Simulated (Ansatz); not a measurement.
Results of LDA (PAW; Ansatz, a quantum-chemistry and plane-wave program) for BaHgSnS4 (Ama2, No. 40; cell taken from a computed entry).

Numerical settings: plane-wave cutoff 520 eV, 4×6×6 k mesh (along the axes of the cell as run), Fermi–Dirac smearing 0.01 eV, scalar-relativistic PAW data made under PBE.

Cell (relaxed with PBEsol):

```yaml
crystal:
  lattice:
    - [10.81735, 0.00000, 0.00000]
    - [0.00000, 5.38586, 3.29916]
    - [0.00000, -5.38586, 3.29916]
  atoms:
    - { symbol: Ba, position: [0.50000, 0.94983, 0.94983] }
    - { symbol: Ba, position: [0.00000, 0.94983, 0.94983] }
    - { symbol: Sn, position: [0.75000, 0.24934, 0.67678] }
    - { symbol: Sn, position: [0.25000, 0.67678, 0.24934] }
    - { symbol: Hg, position: [0.75000, 0.67018, 0.33582] }
    - { symbol: Hg, position: [0.25000, 0.33582, 0.67018] }
    - { symbol: S, position: [0.57864, 0.99385, 0.46657] }
    - { symbol: S, position: [0.42136, 0.46657, 0.99385] }
    - { symbol: S, position: [0.92136, 0.99385, 0.46657] }
    - { symbol: S, position: [0.07864, 0.46657, 0.99385] }
    - { symbol: S, position: [0.75000, 0.65427, 0.76147] }
    - { symbol: S, position: [0.25000, 0.76147, 0.65427] }
    - { symbol: S, position: [0.75000, 0.24861, 0.06361] }
    - { symbol: S, position: [0.25000, 0.06361, 0.24861] }
```

Problem. What does this level give for the band gap?

Solution. 
band gap: 1.73 eV

Note: cell and atoms aren't relaxed at this level (largest force component 0.13 eV/Å, pressure -1.7 GPa).

Spin–orbit coupling is not included.

The computed numbers hold no vibrational or temperature effects.

The result took about 11 core-minutes (a rough figure).
